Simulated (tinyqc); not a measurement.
Worked calculation (part 1 of 3): UHF in the sto-6g basis, for CH2, spin multiplicity 3. Computed by tinyqc, a small Python program that keeps every step (integrals from PySCF). Settings: charge = 0, multiplicity = 3, basis = sto-6g, energy threshold = 1e-09, iteration cap = 78, orthogonalisation = canonical, start = atomic densities, DIIS depth = 3, DIIS from iteration = 2, method = UHF. Command: `OMP_NUM_THREADS=1 python tinyqc.py 30137 30138 out.jsonl` (the two numbers bound the seeds that draw the settings). One thread of a shared host (Intel(R) Xeon(R) Processor @ 2.60GHz), about 0.2 s of CPU time with the checks. Later iterations appear only in the table of the cycle.

## One-electron integrals

Geometry (angstrom):
```
atom         x          y         z
C     0.000000   0.000000  0.000000
H     0.000000   1.284000  0.663000
H     0.000000  -1.246000  0.643000
```

Basis sto-6g: exponents (1/bohr^2) and contraction coefficients of normalised primitives:
```
element  l (shell)    exponent  coefficient
C            s (1)  742.737049     0.009164
C            s (1)  136.180025     0.049361
C            s (1)   38.098264     0.168538
C            s (1)   13.087782     0.370563
C            s (1)    5.082369     0.416492
C            s (1)    2.093200     0.130334
C            s (2)   30.497239    -0.013253
C            s (2)    6.036200    -0.046992
C            s (2)    1.876046    -0.033785
C            s (2)    0.721783     0.250242
C            s (2)    0.313471     0.595117
C            s (2)    0.143687     0.240706
C            p (3)   30.497239     0.003760
C            p (3)    6.036200     0.037679
C            p (3)    1.876046     0.173897
C            p (3)    0.721783     0.418036
C            p (3)    0.313471     0.425860
C            p (3)    0.143687     0.101708
H            s (1)   35.523221     0.009164
H            s (1)    6.513144     0.049361
H            s (1)    1.822143     0.168538
H            s (1)    0.625955     0.370563
H            s (1)    0.243077     0.416492
H            s (1)    0.100112     0.130334
```

Overlap, kinetic and nuclear-attraction integrals over the contracted functions; the nuclear repulsion is the sum of Za Zb / Rab.

nuclear repulsion = 4.67078397 hartree

overlap S:
```
           1C 1s     1C 2s    1C 2px     1C 2py    1C 2pz     2H 1s      3H 1s
1C 1s   1.000000  0.243228  0.000000   0.000000  0.000000  0.028646   0.031614
1C 2s   0.243228  1.000000  0.000000   0.000000  0.000000  0.310287   0.329447
1C 2px  0.000000  0.000000  1.000000   0.000000  0.000000  0.000000   0.000000
1C 2py  0.000000  0.000000  0.000000   1.000000  0.000000  0.295903  -0.310601
1C 2pz  0.000000  0.000000  0.000000   0.000000  1.000000  0.152791   0.160286
2H 1s   0.028646  0.310287  0.000000   0.295903  0.152791  1.000000   0.049637
3H 1s   0.031614  0.329447  0.000000  -0.310601  0.160286  0.049637   1.000000
```

kinetic energy T (hartree):
```
            1C 1s      1C 2s    1C 2px     1C 2py    1C 2pz      2H 1s      3H 1s
1C 1s   16.068641  -0.492789  0.000000   0.000000  0.000000  -0.008256  -0.008666
1C 2s   -0.492789   0.492405  0.000000   0.000000  0.000000   0.023634   0.030382
1C 2px   0.000000   0.000000  1.479234   0.000000  0.000000   0.000000   0.000000
1C 2py   0.000000   0.000000  0.000000   1.479234  0.000000   0.089304  -0.102077
1C 2pz   0.000000   0.000000  0.000000   0.000000  1.479234   0.046113   0.052677
2H 1s   -0.008256   0.023634  0.000000   0.089304  0.046113   0.768522  -0.009794
3H 1s   -0.008666   0.030382  0.000000  -0.102077  0.052677  -0.009794   0.768522
```

nuclear attraction V (hartree):
```
             1C 1s      1C 2s     1C 2px     1C 2py     1C 2pz      2H 1s      3H 1s
1C 1s   -34.751566  -3.799289   0.000000   0.000563  -0.009620  -0.501166  -0.553603
1C 2s    -3.799289  -5.899335   0.000000   0.005391  -0.102802  -1.413095  -1.520536
1C 2px    0.000000   0.000000  -5.851778   0.000000   0.000000   0.000000   0.000000
1C 2py    0.000563   0.005391   0.000000  -5.963873   0.002162  -1.238760   1.320781
1C 2pz   -0.009620  -0.102802   0.000000   0.002162  -5.881647  -0.653948  -0.696453
2H 1s    -0.501166  -1.413095   0.000000  -1.238760  -0.653948  -3.634836  -0.203123
3H 1s    -0.553603  -1.520536   0.000000   1.320781  -0.696453  -0.203123  -3.699568
```

core Hamiltonian H = T + V (hartree):
```
             1C 1s      1C 2s     1C 2px     1C 2py     1C 2pz      2H 1s      3H 1s
1C 1s   -18.682926  -4.292078   0.000000   0.000563  -0.009620  -0.509421  -0.562269
1C 2s    -4.292078  -5.406929   0.000000   0.005391  -0.102802  -1.389461  -1.490154
1C 2px    0.000000   0.000000  -4.372544   0.000000   0.000000   0.000000   0.000000
1C 2py    0.000563   0.005391   0.000000  -4.484639   0.002162  -1.149456   1.218704
1C 2pz   -0.009620  -0.102802   0.000000   0.002162  -4.402413  -0.607835  -0.643776
2H 1s    -0.509421  -1.389461   0.000000  -1.149456  -0.607835  -2.866314  -0.212917
3H 1s    -0.562269  -1.490154   0.000000   1.218704  -0.643776  -0.212917  -2.931046
```

## Two-electron integrals

Functions are numbered as in S; the eight-fold symmetry (ij|kl) = (ji|kl) = (kl|ij) leaves the list below.

Two-electron integrals (ij|kl) in chemists' order, unique and non-zero (hartree):
```
(11|11) 3.543743    (21|11) 0.529462    (21|21) 0.100317    (22|11) 0.853596
(22|21) 0.199930    (22|22) 0.624844    (31|31) 0.021271    (32|31) 0.031868
(32|32) 0.138108    (33|11) 0.853598    (33|21) 0.199930    (33|22) 0.624843
(33|33) 0.673218    (41|41) 0.021271    (42|41) 0.031868    (42|42) 0.138108
(43|43) 0.036281    (44|11) 0.853598    (44|21) 0.199930    (44|22) 0.624843
(44|33) 0.600655    (44|44) 0.673218    (51|51) 0.021271    (52|51) 0.031868
(52|52) 0.138108    (53|53) 0.036281    (54|54) 0.036281    (55|11) 0.853598
(55|21) 0.199930    (55|22) 0.624843    (55|33) 0.600655    (55|44) 0.600655
(55|55) 0.673218    (61|11) 0.065357    (61|21) 0.011939    (61|22) 0.023472
(61|33) 0.023386    (61|41) 0.000696    (61|42) 0.001363    (61|44) 0.023590
(61|51) 0.000359    (61|52) 0.000704    (61|54) 0.000106    (61|55) 0.023440
(61|61) 0.001461    (62|11) 0.185084    (62|21) 0.044150    (62|22) 0.155669
(62|33) 0.151757    (62|41) 0.003975    (62|42) 0.028367    (62|44) 0.161021
(62|51) 0.002052    (62|52) 0.014648    (62|54) 0.004784    (62|55) 0.154227
(62|61) 0.005447    (62|62) 0.055530    (63|31) 0.004316    (63|32) 0.023188
(63|43) 0.005293    (63|53) 0.002733    (63|63) 0.006051    (64|11) 0.153049
(64|21) 0.036962    (64|22) 0.137663    (64|33) 0.131062    (64|41) 0.007092
(64|42) 0.045711    (64|44) 0.148925    (64|51) 0.001433    (64|52) 0.011630
(64|54) 0.006491    (64|55) 0.133003    (64|61) 0.004742    (64|62) 0.058026
(64|64) 0.065532    (65|11) 0.079028    (65|21) 0.019085    (65|22) 0.071083
(65|33) 0.067675    (65|41) 0.001433    (65|42) 0.011630    (65|44) 0.071432
(65|51) 0.005056    (65|52) 0.029193    (65|54) 0.007233    (65|55) 0.074143
(65|61) 0.002448    (65|62) 0.029962    (65|64) 0.030714    (65|65) 0.021910
(66|11) 0.364212    (66|21) 0.088470    (66|22) 0.355418    (66|33) 0.338507
(66|41) 0.008628    (66|42) 0.085393    (66|44) 0.378560    (66|51) 0.004455
(66|52) 0.044093    (66|54) 0.020682    (66|55) 0.349186    (66|61) 0.011016
(66|62) 0.172221    (66|64) 0.197234    (66|65) 0.101843    (66|66) 0.774999
(71|11) 0.072179    (71|21) 0.013183    (71|22) 0.025908    (71|33) 0.025812
(71|41) -0.000769   (71|42) -0.001503   (71|44) 0.026039    (71|51) 0.000397
(71|52) 0.000776    (71|54) -0.000117   (71|55) 0.025872    (71|61) 0.001558
(71|62) 0.005578    (71|64) 0.004486    (71|65) 0.002518    (71|66) 0.011153
(71|71) 0.001781    (72|11) 0.199337    (72|21) 0.047526    (72|22) 0.166990
(72|33) 0.162818    (72|41) -0.004286   (72|42) -0.030303   (72|44) 0.172702
(72|51) 0.002212    (72|52) 0.015638    (72|54) -0.005100   (72|55) 0.165451
(72|61) 0.005440    (72|62) 0.038562    (72|64) 0.030132    (72|65) 0.020245
(72|66) 0.089222    (72|71) 0.006471    (72|72) 0.063103    (73|31) 0.004711
(73|32) 0.025133    (73|43) -0.005692   (73|53) 0.002937    (73|63) 0.003819
(73|73) 0.006992    (74|11) -0.163071   (74|21) -0.039372   (74|22) -0.146194
(74|33) -0.139133   (74|41) 0.007686    (74|42) 0.049036    (74|44) -0.158256
(74|51) -0.001535   (74|52) -0.012335   (74|54) 0.006931    (74|55) -0.141194
(74|61) -0.004324   (74|62) -0.029713   (74|64) -0.020298   (74|65) -0.015371
(74|66) -0.067129   (74|71) -0.005581   (74|72) -0.065325   (74|74) 0.073333
(75|11) 0.084153    (75|21) 0.020318    (75|22) 0.075444    (75|33) 0.071800
(75|41) -0.001535   (75|42) -0.012335   (75|44) 0.075794    (75|51) 0.005503
(75|52) 0.031499    (75|54) -0.007753   (75|55) 0.078738    (75|61) 0.002431
(75|62) 0.020091    (75|64) 0.015448    (75|65) 0.014146    (75|66) 0.048567
(75|71) 0.002880    (75|72) 0.033711    (75|74) -0.034235   (75|75) 0.024659
(76|11) 0.026080    (76|21) 0.006241    (76|22) 0.022761    (76|33) 0.022198
(76|41) 0.000005    (76|42) 0.000054    (76|44) 0.022926    (76|51) 0.000487
(76|52) 0.003690    (76|54) 0.000013    (76|55) 0.023158    (76|61) 0.000747
(76|62) 0.007007    (76|64) 0.006491    (76|65) 0.004153    (76|66) 0.020160
(76|71) 0.000824    (76|72) 0.007417    (76|74) -0.006769   (76|75) 0.004361
(76|76) 0.001127    (77|11) 0.374969    (77|21) 0.091061    (77|22) 0.364596
(77|33) 0.346872    (77|41) -0.009097   (77|42) -0.088855   (77|44) 0.388861
(77|51) 0.004694    (77|52) 0.045854    (77|54) -0.021668   (77|55) 0.358054
(77|61) 0.010394    (77|62) 0.085131    (77|64) 0.064786    (77|65) 0.046765
(77|66) 0.209050    (77|71) 0.012529    (77|72) 0.185304    (77|74) -0.210478
(77|75) 0.108618    (77|76) 0.020160    (77|77) 0.774999
```

## Orthogonalisation

S = U s U^T; canonical form X = U s^(-1/2), so that X^T S X = 1. Each column of U has its largest component positive (the first on a tie).

eigenvalues of S: 0.482406  0.547755  0.889782  1.000000  1.086713  1.403962  1.589381

X:
```
                1          2          3         4          5          6          7
1C 1s   -0.377172  -0.079951   0.723971  0.000000  -0.579393   0.021656   0.245822
1C 2s    0.960237   0.167133  -0.271488  0.000000  -0.252630   0.034555   0.503720
1C 2px   0.000000   0.000000   0.000000  1.000000   0.000000   0.000000   0.000000
1C 2py  -0.179086   0.912013   0.004250  0.000000  -0.000518   0.612537  -0.036682
1C 2pz   0.382688   0.063589   0.649117  0.000000   0.671807   0.012432   0.196782
2H 1s   -0.491803  -0.790871  -0.234984  0.000000   0.190614   0.434429   0.343127
3H 1s   -0.766964   0.574474  -0.222356  0.000000   0.181739  -0.382782   0.396495
```

## Starting guess

The start is atomic minimal-basis densities projected into this basis (PySCF's MINAO start) and scaled to the electron count of each spin; this density is not idempotent, so its energy is not variational and may lie below the converged one.

D(alpha) at the start:
```
            1C 1s      1C 2s    1C 2px     1C 2py     1C 2pz      2H 1s      3H 1s
1C 1s    1.336275  -0.316226  0.000000  -0.000278   0.004217  -0.011247  -0.011516
1C 2s   -0.316226   1.304771  0.000000   0.001104  -0.017136   0.052074   0.052883
1C 2px   0.000000   0.000000  0.411467   0.000000   0.000000   0.000000   0.000000
1C 2py  -0.000278   0.001104  0.000000   0.376993   0.000490   0.035332  -0.034835
1C 2pz   0.004217  -0.017136  0.000000   0.000490   0.402435   0.016168   0.015943
2H 1s   -0.011247   0.052074  0.000000   0.035332   0.016168   0.601746   0.011557
3H 1s   -0.011516   0.052883  0.000000  -0.034835   0.015943   0.011557   0.600606
```

D(beta) at the start:
```
            1C 1s      1C 2s    1C 2px     1C 2py     1C 2pz      2H 1s      3H 1s
1C 1s    0.801765  -0.189736  0.000000  -0.000167   0.002530  -0.006748  -0.006910
1C 2s   -0.189736   0.782863  0.000000   0.000663  -0.010281   0.031245   0.031730
1C 2px   0.000000   0.000000  0.246880   0.000000   0.000000   0.000000   0.000000
1C 2py  -0.000167   0.000663  0.000000   0.226196   0.000294   0.021199  -0.020901
1C 2pz   0.002530  -0.010281  0.000000   0.000294   0.241461   0.009701   0.009566
2H 1s   -0.006748   0.031245  0.000000   0.021199   0.009701   0.361048   0.006934
3H 1s   -0.006910   0.031730  0.000000  -0.020901   0.009566   0.006934   0.360363
```

## Iteration 1: building the Fock matrix

J_ij = sum D_kl (ij|kl) with D = D(alpha) + D(beta), K_ij = sum D_kl (ik|jl) for each spin; F = H + J - K(s); E = tr D H + tr D J / 2 - 0.5 sum_s tr D(s) K(s) + E_nn.

Coulomb J (hartree):
```
            1C 1s      1C 2s    1C 2px     1C 2py     1C 2pz     2H 1s      3H 1s
1C 1s   11.264750   2.026825  0.000000  -0.000460   0.008922  0.244954   0.270501
1C 2s    2.026825   4.902941  0.000000  -0.003429   0.090351  1.247397   1.338044
1C 2px   0.000000   0.000000  4.868043   0.000000   0.000000  0.000000   0.000000
1C 2py  -0.000460  -0.003429  0.000000   4.950731  -0.000978  1.117389  -1.186950
1C 2pz   0.008922   0.090351  0.000000  -0.000978   4.890048  0.590372   0.626552
2H 1s    0.244954   1.247397  0.000000   1.117389   0.590372  3.133486   0.183236
3H 1s    0.270501   1.338044  0.000000  -1.186950   0.626552  0.183236   3.191599
```

exchange K(alpha) (hartree):
```
            1C 1s      1C 2s    1C 2px     1C 2py     1C 2pz     2H 1s      3H 1s
1C 1s    4.558398   0.715184  0.000000  -0.000584   0.004330  0.097918   0.108021
1C 2s    0.715184   1.096436  0.000000  -0.004613   0.042723  0.373250   0.399226
1C 2px   0.000000   0.000000  0.507503   0.000000   0.000000  0.000000   0.000000
1C 2py  -0.000584  -0.004613  0.000000   0.586396  -0.002093  0.233373  -0.248240
1C 2pz   0.004330   0.042723  0.000000  -0.002093   0.528414  0.126580   0.133932
2H 1s    0.097918   0.373250  0.000000   0.233373   0.126580  0.608942   0.081670
3H 1s    0.108021   0.399226  0.000000  -0.248240   0.133932  0.081670   0.624231
```

exchange K(beta) (hartree):
```
            1C 1s      1C 2s    1C 2px     1C 2py     1C 2pz     2H 1s      3H 1s
1C 1s    2.735039   0.429110  0.000000  -0.000351   0.002598  0.058751   0.064813
1C 2s    0.429110   0.657862  0.000000  -0.002768   0.025634  0.223950   0.239536
1C 2px   0.000000   0.000000  0.304502   0.000000   0.000000  0.000000   0.000000
1C 2py  -0.000351  -0.002768  0.000000   0.351838  -0.001256  0.140024  -0.148944
1C 2pz   0.002598   0.025634  0.000000  -0.001256   0.317048  0.075948   0.080359
2H 1s    0.058751   0.223950  0.000000   0.140024   0.075948  0.365365   0.049002
3H 1s    0.064813   0.239536  0.000000  -0.148944   0.080359  0.049002   0.374539
```

F(alpha) (hartree):
```
             1C 1s      1C 2s     1C 2px     1C 2py     1C 2pz      2H 1s      3H 1s
1C 1s   -11.976574  -2.980437   0.000000   0.000688  -0.005028  -0.362386  -0.399790
1C 2s    -2.980437  -1.600425   0.000000   0.006575  -0.055175  -0.515314  -0.551336
1C 2px    0.000000   0.000000  -0.012004   0.000000   0.000000   0.000000   0.000000
1C 2py    0.000688   0.006575   0.000000  -0.120304   0.003277  -0.265440   0.279995
1C 2pz   -0.005028  -0.055175   0.000000   0.003277  -0.040779  -0.144042  -0.151157
2H 1s    -0.362386  -0.515314   0.000000  -0.265440  -0.144042  -0.341770  -0.111351
3H 1s    -0.399790  -0.551336   0.000000   0.279995  -0.151157  -0.111351  -0.363678
```

F(beta) (hartree):
```
             1C 1s      1C 2s    1C 2px     1C 2py     1C 2pz      2H 1s      3H 1s
1C 1s   -10.153215  -2.694364  0.000000   0.000454  -0.003296  -0.323219  -0.356581
1C 2s    -2.694364  -1.161850  0.000000   0.004730  -0.038085  -0.366014  -0.391645
1C 2px    0.000000   0.000000  0.190997   0.000000   0.000000   0.000000   0.000000
1C 2py    0.000454   0.004730  0.000000   0.114254   0.002440  -0.172091   0.180699
1C 2pz   -0.003296  -0.038085  0.000000   0.002440   0.170587  -0.093411  -0.097584
2H 1s    -0.323219  -0.366014  0.000000  -0.172091  -0.093411  -0.098193  -0.078683
3H 1s    -0.356581  -0.391645  0.000000   0.180699  -0.097584  -0.078683  -0.113985
```

total energy of this density = -38.60394842 hartree

This density is the starting one; it is not idempotent, so its energy is not variational and may lie below the converged one.
